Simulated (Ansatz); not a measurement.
Ansatz (an electronic-structure program) input:

Ansatz 0.2 input:
```yaml
crystal:
  periodic: [false, false, false]
  atoms:
    - {symbol: C, position_ang: [0.00227663, 1.20322040, 0.44486336]}
    - {symbol: C, position_ang: [-0.00323775, -1.10658101, 0.32114868]}
    - {symbol: C, position_ang: [0.75429655, 0.05058455, -0.25644294]}
    - {symbol: C, position_ang: [-0.75323020, 0.05431008, -0.25880444]}
    - {symbol: H, position_ang: [0.00551906, 2.07512735, -0.24949554]}
    - {symbol: H, position_ang: [-0.00521134, -1.21291184, 1.41329693]}
    - {symbol: H, position_ang: [-0.00467620, -2.04349842, -0.23866461]}
    - {symbol: H, position_ang: [1.26715092, -0.01708750, -1.21288037]}
    - {symbol: H, position_ang: [-1.26341383, -0.01083375, -1.21684443]}
basis:
  gaussian:
    orbitals: def2-TZVP
hamiltonian:
  xc: b3lyp
  dispersion: d3bj
total_charge: -1
phonons: {temperatures: {t_min: 298.15, t_max: 298.15, t_step: 100}}
```

Q: Predict the final energy.

A: -155.34101 Eh (B3LYP-D3(BJ)/def2-TZVP). The basis has 154 functions. The run takes roughly 110 core-seconds.

It need not be the lowest isomer of its formula. Whether it binds its extra electron was not tested at this geometry.
